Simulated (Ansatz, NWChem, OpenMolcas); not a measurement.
## SiHF (SMILES F[SiH]): methods side by side

SiHF has 3 atoms, charge 0, and is taken as a singlet. SMILES: `F[SiH]`. Geometry: relaxed at PBE0-D4/def2-TZVP.

```xyz
3

F    -1.0902    0.0244   -0.6023
Si    0.1868    0.6294    0.1738
H     0.8924   -0.7186    0.4153
```

Quantity: the vertical ionisation energy (to the doublet cation), in eV. The values are calculated.

```json
{"level": "HF/def2-TZVPPD", "kind": "Hartree–Fock", "program": "OpenMolcas", "value (eV)": "8.76", "CPU time (all runs)": "36 s"}
{"level": "SVWN5/def2-TZVPPD", "kind": "LDA", "program": "OpenMolcas", "value (eV)": "9.61", "CPU time (all runs)": "52 s"}
{"level": "PBE/def2-TZVPPD", "kind": "GGA", "program": "OpenMolcas", "value (eV)": "9.47", "CPU time (all runs)": "69 s"}
{"level": "TPSS/def2-TZVPPD", "kind": "meta-GGA", "program": "OpenMolcas", "value (eV)": "9.48", "CPU time (all runs)": "99 s"}
{"level": "r2SCAN/def2-TZVPPD", "kind": "meta-GGA", "program": "OpenMolcas", "value (eV)": "9.43", "CPU time (all runs)": "1.7 min"}
{"level": "BHLYP/def2-TZVPPD", "kind": "global hybrid", "program": "OpenMolcas", "value (eV)": "9.59", "CPU time (all runs)": "70 s"}
{"level": "MP2/def2-TZVPPD", "kind": "perturbation theory", "program": "NWChem", "value (eV)": "9.53", "CPU time (all runs)": "98 s"}
{"level": "FCI/STO-3G", "kind": "exact in the basis", "program": "Ansatz", "value (eV)": "5.57", "CPU time (all runs)": "1.8 s"}
```

The values span 5.57 to 9.61 eV. High-level rows in very small sets aren't better than simpler rows in larger ones. CPU times are rough (shared hosts, several kinds of processor and program).
